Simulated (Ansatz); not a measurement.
# CH2AlB (SMILES B#[C][AlH2]): one structure at several levels

The task here is to estimate one member of a computed series from the others.

The runs use Ansatz 0.2.0, Gaussian basis; single points in def2-TZVPP.

2 further runs of the same task are left out: 2 that didn't finish.

**Where the work starts**

5 atoms, charge 0, spin multiplicity 1.

Atoms are counted from 1 here; the program's logs count them from 0.

Bond lengths: B1–C2 1.447 Å, C2–Al3 1.913 Å, Al3–H4 1.663 Å, Al3–H5 1.541 Å. Angles: B1–C2–Al3 162.3°, C2–Al3–H4 114.7°, C2–Al3–H5 127.9°, H4–Al3–H5 116.1°.

Coordinates:

```xyz
5

B     0.3904   -1.3292    2.2291
C     0.0659   -0.7946    0.9238
Al   -0.1015    0.3869   -0.5718
H    -1.0002   -0.2152   -1.8344
H     0.7106    1.6631   -0.8658
```

The first run:

run/in.yaml reads:

```yaml
crystal:
  periodic: [false, false, false]
  atoms:
    - {symbol: B, position_ang: [0.390400, -1.329196, 2.229111]}
    - {symbol: C, position_ang: [0.065913, -0.794623, 0.923845]}
    - {symbol: Al, position_ang: [-0.101496, 0.386874, -0.571781]}
    - {symbol: H, position_ang: [-1.000245, -0.215179, -1.834359]}
    - {symbol: H, position_ang: [0.710622, 1.663115, -0.865753]}
basis:
  gaussian: {orbitals: def2-TZVPP}
hamiltonian: {xc: pbe, dispersion: d4}
output: {forces: true}
```

Started as:

```console
$ ansatz run in.yaml --threads 2 --pin off --events-out ev --progress --plain --max-ram 3481MiB
```

Among the steps run: PBE-D4/def2-TZVPP; r2SCAN-D4/def2-TZVPP; PBE0-D4/def2-TZVPP; wB97M-V/def2-TZVPP.

One of the session's tables, all rows but one given; the rest of the session is left out.

```
   method  RMS force component (eV/Å)  dipole (D)
   PBE-D4                       0.697        1.02
r2SCAN-D4                           ?           ?
  PBE0-D4                       0.745        1.03
  wB97M-V                       0.722        1.03
```

**Question.** Estimate the row for r2SCAN-D4.

The run gave: RMS force component (eV/Å): 0.742; dipole (D): 1.05. In the column «RMS force component (eV/Å)» it lies between wB97M-V (0.722) and PBE0-D4 (0.745).
